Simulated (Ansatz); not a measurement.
Relaxation of BH3O (5 atoms, charge 0, multiplicity 1), to a largest force component of 0.03 eV/Å in at most 50 steps.

Theory: RKS CAM-B3LYP-D4/cc-pVDZ (Ansatz 0.2.0).

```xyz
5
Properties=species:S:1:pos:R:3
B -0.338 -0.193 -0.897
O 0.873 0.237 1.360
H 0.668 -0.617 1.765
H 1.490 -0.014 0.633
H -1.394 0.304 -0.464
```

Q: Where does it end, and by what steps?

A: The run converged. After 13 steps the energy has fallen by 0.359 eV; O2 moved furthest, 0.69 Å. Joined: B1–O2 (2.60 → 1.64 Å).

```json
{"step": "0", "energy less start (eV)": "0.0000", "largest force component (eV/Å)": "0.905", "accepted": "yes"}
{"step": "1", "energy less start (eV)": "-0.0766", "largest force component (eV/Å)": "1.227", "accepted": "yes"}
{"step": "2", "energy less start (eV)": "-0.1808", "largest force component (eV/Å)": "1.248", "accepted": "yes"}
{"step": "3", "energy less start (eV)": "-0.2224", "largest force component (eV/Å)": "0.393", "accepted": "yes"}
{"step": "4", "energy less start (eV)": "-0.2524", "largest force component (eV/Å)": "0.737", "accepted": "yes"}
{"step": "5", "energy less start (eV)": "-0.2739", "largest force component (eV/Å)": "0.818", "accepted": "yes"}
{"step": "6", "energy less start (eV)": "-0.3091", "largest force component (eV/Å)": "0.396", "accepted": "yes"}
{"step": "7", "energy less start (eV)": "-0.3386", "largest force component (eV/Å)": "0.562", "accepted": "yes"}
{"step": "8", "energy less start (eV)": "-0.3352", "largest force component (eV/Å)": "0.601", "accepted": "no"}
{"step": "9", "energy less start (eV)": "-0.3559", "largest force component (eV/Å)": "0.336", "accepted": "yes"}
{"step": "10", "energy less start (eV)": "-0.3540", "largest force component (eV/Å)": "0.162", "accepted": "no"}
{"step": "11", "energy less start (eV)": "-0.3571", "largest force component (eV/Å)": "0.340", "accepted": "yes"}
{"step": "12", "energy less start (eV)": "-0.3592", "largest force component (eV/Å)": "0.032", "accepted": "yes"}
{"step": "13", "energy less start (eV)": "-0.3593", "largest force component (eV/Å)": "0.007", "accepted": "yes"}
```

```xyz
5
Properties=species:S:1:pos:R:3
B -0.119 0.153 -0.632
O 0.671 -0.076 0.785
H 0.372 -0.310 1.688
H 1.634 -0.073 0.709
H -1.260 0.024 -0.154
```

Whether the end is a true minimum wasn't checked by a vibrational analysis.

Run time: 13 s on 1 thread of Arm Neoverse V1 (shared host), peak memory 0.098 GiB.
